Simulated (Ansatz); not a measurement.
What a trial cell of RuC₂ relaxes into

These are results of Ansatz, DFT PBE, scalar-relativistic, plane waves, PAW, not measurements. Cutoff 420 eV, Γ-centred k mesh, Gaussian smearing, no spin polarisation in the final step.

The start puts RuC₂ on the ThSi2 structure type (I4_1/amd, No. 141), with Ru in place of Th, C in place of Si, at a guessed volume.

```
CELL_PARAMETERS angstrom
-1.59926 1.59926 5.56060
1.59926 -1.59926 5.56060
1.59926 1.59926 -5.56060
ATOMIC_POSITIONS crystal
Ru 0.00000 0.00000 0.00000
Ru 0.75000 0.25000 0.50000
C 0.41650 0.41650 0.00000
C 0.16650 0.66650 0.50000
C 0.33350 0.83350 0.50000
C 0.58350 0.58350 0.00000
```

Cell and atoms relax at zero pressure; the relaxation can't lower the symmetry of the start. After a coarse first stage the cell is made exact in the group found at 0.06 Å.

The zero of energy is the elements' standard structures at the same level; no fitted shifts are applied.

Problem. What does it relax into?

Solution. It keeps I4_1/amd (No. 141), but not the shape of the type it started on. Conventional cell: a = 3.579 Å, c = 8.049 Å. Around Ru lie 4 C at 2.19 Å, 8 C at 2.64 Å and 4 Ru at 2.69 Å; C is coordinated by 1 C at 1.51 Å.

```
Ru C
1.0
    -1.78942    1.78942    4.02440
     1.78942   -1.78942    4.02440
     1.78942    1.78942   -4.02440
Ru C
2 4
Direct
  0.00000 0.00000 0.00000
  0.75000 0.25000 0.50000
  0.40627 0.40627 0.00000
  0.15627 0.65627 0.50000
  0.34373 0.84373 0.50000
  0.59373 0.59373 0.00000
```

Problem. What are its volume, energy, density and gap?

Solution. The volume per atom is 8.59 Å³. The density is 8.06 g/cm³ and the energy over the elements is 1.60 eV/atom. The gap on the 14×14×14 mesh is 0 eV (a metal).

The final run used a 14×14×14 mesh on its 6-atom cell and 0.10 eV smearing. The k mesh leaves about 4 meV/atom of noise in metals. A structure relaxed within its symmetry needn't be a true minimum.

Cost: 3 runs of about 3.6 core-minutes in all, on Arm Neoverse V2 (shared hosts).